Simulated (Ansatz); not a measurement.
# C6H7N: the cost of one run

Method: the settings change from run to run; program: Ansatz 0.2.0, Gaussian basis.

### 1 The molecule

The geometry comes from an earlier relaxation with PBE0-D4 in a triple-zeta def2 set; it is a stationary point, not always the lowest conformer.

SMILES `Cc1ccccn1`, 14 atoms, charge 0, spin multiplicity 1.

Atoms are counted from 1 here; the program's logs count them from 0.

Bond lengths: C1–C2 1.495 Å, C1–H8 1.090 Å, C1–H9 1.092 Å, C1–H10 1.092 Å, C2–C3 1.392 Å, C2–N7 1.334 Å, C3–C4 1.384 Å, C3–H11 1.084 Å, C4–C5 1.384 Å, C4–H12 1.084 Å, C5–C6 1.387 Å, C5–H13 1.083 Å, C6–N7 1.326 Å, C6–H14 1.087 Å. Angles: C2–C1–H8 111.8°, C2–C1–H9 110.1°, C2–C1–H10 110.1°, H8–C1–H9 108.8°, H8–C1–H10 108.8°, H9–C1–H10 107.0°, C1–C2–C3 121.6°, C1–C2–N7 116.5°, C3–C2–N7 121.9°, C2–C3–C4 119.3°, C2–C3–H11 120.0°, C4–C3–H11 120.8°, C3–C4–C5 118.8°, C3–C4–H12 120.4°, C5–C4–H12 120.8°, C4–C5–C6 117.9°, C4–C5–H13 121.6°, C6–C5–H13 120.5° and more.

Geometry (Å):

```xyz
14
charge 0, multiplicity 1
C     1.5438    0.5799    1.4786
C     0.5094    0.2498    0.4502
C    -0.1593   -0.9713    0.4536
C    -1.1083   -1.2257   -0.5215
C    -1.3631   -0.2538   -1.4733
C    -0.6477    0.9318   -1.3971
N     0.2631    1.1859   -0.4675
H     1.6846   -0.2362    2.1879
H     2.4990    0.7956    0.9946
H     1.2540    1.4787    2.0277
H     0.0656   -1.7095    1.2145
H    -1.6407   -2.1703   -0.5370
H    -2.0956   -0.4049   -2.2566
H    -0.8179    1.7209   -2.1253
```

### 2 B97/def2-SVPD

Set apart from the defaults: charge -1, multiplicity 2, the search for lower states set to full.

in.yaml reads:

```yaml
crystal:
  periodic: [false, false, false]
  atoms:
    - {symbol: C, position_ang: [1.543757, 0.579866, 1.478562]}
    - {symbol: C, position_ang: [0.509394, 0.249773, 0.450199]}
    - {symbol: C, position_ang: [-0.159272, -0.971265, 0.453570]}
    - {symbol: C, position_ang: [-1.108339, -1.225746, -0.521456]}
    - {symbol: C, position_ang: [-1.363065, -0.253800, -1.473318]}
    - {symbol: C, position_ang: [-0.647722, 0.931827, -1.397148]}
    - {symbol: N, position_ang: [0.263105, 1.185879, -0.467479]}
    - {symbol: H, position_ang: [1.684587, -0.236221, 2.187924]}
    - {symbol: H, position_ang: [2.499028, 0.795608, 0.994603]}
    - {symbol: H, position_ang: [1.253973, 1.478662, 2.027705]}
    - {symbol: H, position_ang: [0.065611, -1.709503, 1.214524]}
    - {symbol: H, position_ang: [-1.640659, -2.170333, -0.536962]}
    - {symbol: H, position_ang: [-2.095638, -0.404942, -2.256585]}
    - {symbol: H, position_ang: [-0.817861, 1.720894, -2.125341]}
basis:
  gaussian: {orbitals: def2-SVPD}
total_charge: -1
magnetization: {spin_polarized: true, initial_magnetization: 1}
hamiltonian: {xc: {name: B97}}
scf: {lower_state_search: full}
output: {forces: true}
```

Launch:

```bash
$ ansatz run in.yaml --threads 2 --pin off --events-out ev --progress --plain --max-ram 22528MiB --backend cpu
```

**Question.** How long does this run take on 2 threads of AMD EPYC 7R13, shared host, and how much memory does it need?

About 67 s, with a peak of 1 GiB.
